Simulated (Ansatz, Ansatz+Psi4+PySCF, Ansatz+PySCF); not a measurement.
```xyz
3

C    -0.0028   -0.0096   -0.1058
H     0.0062    1.0115    0.3156
H    -0.0024   -1.0055    0.3082
```

Basis set: cc-pVTZ (spherical functions). Left uncorrelated: 1 orbital. Charge 0, multiplicity 3.

Computed with Ansatz (development build ahead of 0.2.0); each method stands on the lowest determinant of its kind that the runs found.

The atomization energy at this shape (free ground-state atoms in the same class of orbitals less the molecule, no zero-point energy) of triplet CH2:

| method | atomization energy |
| --- | --- |
| UHF | 6.68 eV |

What does UHF-MP2 give?

8.07 eV.
